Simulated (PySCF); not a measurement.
Bonds broken one at a time in the series cyclopropyl-X. All species are isolated molecules in the gas phase. One relaxed conformer stands for each flexible species; it need not be the lowest. Strings in code marks are SMILES.

Method: TPSSh-D3(BJ)/def2-TZVP (PySCF 2.14.0). 

```csv
species,dipole moment (D)
whole molecule (`BrC1CC1`),2.06
radical fragment (`[OH]`),1.75
whole molecule (`COC1CC1` (C–O–C–C torsion 82°)),–
radical fragment (`[O]C1CC1`),2.99
radical fragment (`[C]#N`),?
radical fragment (`[CH]=O`),?
whole molecule (`C1C(C1)S` (H–S–C–C torsion 143°)),–
radical fragment (`[SH]`),0.88
radical fragment (`[S]C1CC1`),2.44
whole molecule (`C(=C)C1CC1` (C–C–C–C torsion 146°)),–
radical fragment (`[C]#C`),0.80
radical fragment (`[CH2]O`),–
```

### Question
Some entries are withheld; supply them.

### Answer

- radical fragment (`[C]#N`), dipole moment (D): 1.32
- radical fragment (`[CH]=O`), dipole moment (D): 1.59
